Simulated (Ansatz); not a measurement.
C4H6, singlet: the ladder up to RCCSDT(Q)

Geometry: MP2(full)/6-31G*, from the G2/97 set.

```json
{"atom": "C", "x (Å)": "0.0000", "y (Å)": "0.0000", "z (Å)": "2.0720"}
{"atom": "C", "x (Å)": "0.0000", "y (Å)": "0.0000", "z (Å)": "0.6100"}
{"atom": "C", "x (Å)": "0.0000", "y (Å)": "0.0000", "z (Å)": "-0.6100"}
{"atom": "C", "x (Å)": "0.0000", "y (Å)": "0.0000", "z (Å)": "-2.0720"}
{"atom": "H", "x (Å)": "0.0000", "y (Å)": "1.0207", "z (Å)": "2.4646"}
{"atom": "H", "x (Å)": "-0.8839", "y (Å)": "-0.5103", "z (Å)": "2.4646"}
{"atom": "H", "x (Å)": "0.8839", "y (Å)": "-0.5103", "z (Å)": "2.4646"}
{"atom": "H", "x (Å)": "0.0000", "y (Å)": "1.0207", "z (Å)": "-2.4646"}
{"atom": "H", "x (Å)": "0.8839", "y (Å)": "-0.5103", "z (Å)": "-2.4646"}
{"atom": "H", "x (Å)": "-0.8839", "y (Å)": "-0.5103", "z (Å)": "-2.4646"}
```

Basis 6-31G; Ansatz 0.2.0. Only valence electrons are correlated (noble-gas cores frozen), which leaves 22 electrons in 44 orbitals. Prefix R: restricted or restricted open-shell reference. Active spaces: frontier = (8e, 8o) about the gap.

Full CI isn't at hand for all of this; RCCSDT(Q) serves as the reference, and is uncertain by about the last step of the cluster series.

```
UHF ⟨S²⟩                          : 0.000
T1 diagnostic (RCCSD)             : 0.0092
largest doubles amplitude (RCCSD) : 0.080
```

Problem. From what is known of these methods and the diagnostics, rank them by the size of their error in total energy against RCCSDT(Q) in 6-31G, smallest first (an estimate: the text doesn't fix the numbers).
A. MRCISD+Q (frontier space)
B. CASSCF (frontier space)
C. RCCSD(T)
D. RCCSD
E. RHF

Solution. C (4.6 kJ/mol), A (13.7 kJ/mol), D (34.0 kJ/mol), B (739.6 kJ/mol), E (1074.7 kJ/mol).

All errors are against RCCSDT(Q) in 6-31G. Within each family the higher level lies nearer, as is usual though not guaranteed.

Atomization energy (electronic, same basis, no zero-point term; atoms at the same level, unrestricted beside the R rows where the molecule is a closed shell, with restricted open-shell steps beyond CCSDT(Q)) at RCCSDT(Q): 3701.2 kJ/mol. Errors of other levels:

```csv
level,error (kJ/mol)
RHF,-681.4
RMP2,16.1
CISD,-162.9
RCCSD,-29.0
RCCSD(T),-3.0
BCCD(T),-2.9
RCCSDT,-3.3
```

This basis is far from its limit, so the value isn't to be set against a measured one. Truncated CI isn't size-consistent, which counts against it in atomization.
